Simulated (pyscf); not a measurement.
PySCF, gas phase, ωB97X-D3(BJ)/def2-SVP geometries.

### Question
`[F][GeH]([F])[F]` + `[OH2]` → `[OH][Ge]([F])([F])[F]` + `[H][H]`
Surface: singlet. Broken: Ge–H, H–O. Formed: Ge–O, H–H. Give ΔE‡ and ΔE from PBE0-D3(BJ)/def2-TZVP, relative to the separated reactants.

### Answer
ΔE‡ = 35.5 kcal/mol, ΔE = -2.6 kcal/mol. ωB97M-D3(BJ)/def2-TZVP gives 38.4 kcal/mol and -2.9 kcal/mol. Zero-point energy shifts the barrier by -1.0 kcal/mol. It is a four-centre exchange, with an imaginary mode of 1503i cm⁻¹. On the reactant side the descent ends in a bound adduct (not fully relaxed), 9.2 kcal/mol under the separated species and 47.2 kcal/mol under the saddle at ωB97X-D3(BJ)/def2-TZVP. This is the saddle that the search found; another between the same sides may lie lower. Elements up to Kr have no core potential and no relativistic terms here.
